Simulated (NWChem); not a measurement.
# Correlation energy of FLi

SMILES: [Li][F]
```xyz
2

Li     0.0000     0.0000    -1.1467
F      0.0000     0.0000     0.3822
```
Charge 0, spin multiplicity 1.

The numbers come from NWChem runs, not from measurements. The geometry was optimised at B3LYP/def2-SVP, a minimum by its harmonic frequencies.

Basis set: cc-pVTZ. Each correlation energy counts from its own Hartree-Fock reference.

The correlated methods keep 1 core orbital frozen. The structure started from a generated list of species. Coupled-cluster values serve here as a point of comparison, not as the truth.

For the correlation energy, CCSD(T) gives -298.1 mHa and CCSD gives -290.4 mHa. What do CR-CCSD(T), CR-CCSD[T], CCSD+T(CCSD) give?

CR-CCSD(T): -297.1 mHa; CR-CCSD[T]: -297.7 mHa; CCSD+T(CCSD): -298.8 mHa.
